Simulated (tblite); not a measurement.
C₄H₇S (charge -1).
Atom-mapped SMILES: `[CH3:1]/[CH:2]=[CH:3]\[CH2:4][S-:5]` (hydrogens: H6, H7, H8 on C1; H9 on C2; H10 on C3; H11, H12 on C4)
Bond orders are those of one Lewis drawing.

Computed with GFN2-xTB (tblite), gas phase: Langevin dynamics at 600 K from the optimised GFN2-xTB geometry, time step 0.5 fs, friction 0.01 fs⁻¹, 2000 steps. The instantaneous temperature is 2·E(kin)/(3Nk) with all 3N coordinates.

```tsv
t (fs)	T (K)	E(pot) above start (eV)	C1–C2 (Å)	C2=C3 (Å)	C3–C4 (Å)	C4–S5 (Å)	C1–H6 (Å)	C2–C3–C4–S5 (°)
0	523	0.000	1.498	1.333	1.478	1.823	1.092	-104
50	559	0.523	1.444	1.363	1.494	1.817	1.130	-112
100	478	0.462	1.547	1.339	1.434	1.880	1.072	-114
150	448	0.519	1.529	1.327	1.467	1.896	1.139	-123
200	470	0.428	1.482	1.331	1.512	1.796	1.074	-127
250	300	0.698	1.456	1.372	1.456	1.816	1.084	-144
300	297	0.831	1.489	1.318	1.536	1.830	1.154	-137
350	494	0.741	1.515	1.377	1.440	1.782	1.076	-170
400	663	0.475	1.493	1.304	1.495	1.806	1.097	167
450	774	0.588	1.495	1.348	1.460	1.819	1.079	156
500	565	0.761	1.489	1.332	1.471	1.882	1.115	122
550	634	0.767	1.491	1.341	1.492	1.860	1.187	109
600	779	0.903	1.449	1.352	1.499	1.856	1.177	106
650	522	0.599	1.576	1.320	1.462	1.768	1.032	107
700	305	0.544	1.442	1.381	1.514	1.762	1.110	85
750	519	0.395	1.525	1.306	1.505	1.768	1.074	106
800	231	0.804	1.562	1.367	1.491	1.848	1.148	88
850	449	0.377	1.526	1.283	1.457	1.876	1.053	101
900	395	0.802	1.484	1.369	1.498	1.836	1.121	115
950	712	0.443	1.545	1.316	1.488	1.815	1.111	97
1000	836	0.445	1.503	1.376	1.427	1.819	1.062	126
```

Q: From 500 fs on, how do temperature and potential energy compare with equipartition?

A: The mean temperature of these 11 frames is 541 K against the target 600 K, and the mean potential energy 0.62 eV against 30 × kT/2 = 0.78 eV for 30 classical harmonic modes. For 12 atoms in a canonical ensemble the temperature itself scatters by T·√(2/(3N)) = 141 K; here its standard deviation is 182 K. The whole run lasts only 10 friction times of 100 fs, so these averages carry a wide statistical error.

Q: What are the kinetic and total energies of the listed frame with the highest potential energy?

A: The one at 600 fs, 0.903 eV above the start. Its kinetic energy is 3NkT/2 = 1.208 eV at 779 K, so the sum is 2.11 eV; over the listed frames the sum runs from 0.81 to 2.11 eV, since the thermostat adds and removes energy.

Q: How much do the listed bonds fluctuate from 500 fs on?

A: 
```tsv
bond	at the start (Å)	mean (Å)	standard deviation (Å)
C1–C2	1.498	1.508	0.041
C2=C3	1.333	1.340	0.030
C3–C4	1.478	1.482	0.024
C4–S5	1.823	1.826	0.042
C1–H6	1.092	1.108	0.048
```

The motion is classical and holds no zero-point motion.

What follows is the cost of the whole dynamics run. Hardware: an Arm Neoverse V1 with one thread, no GPU, shared host with 64 logical CPUs at a one-minute load of 14. Cost: 7.5 s wall, 0.18 GiB resident at most.
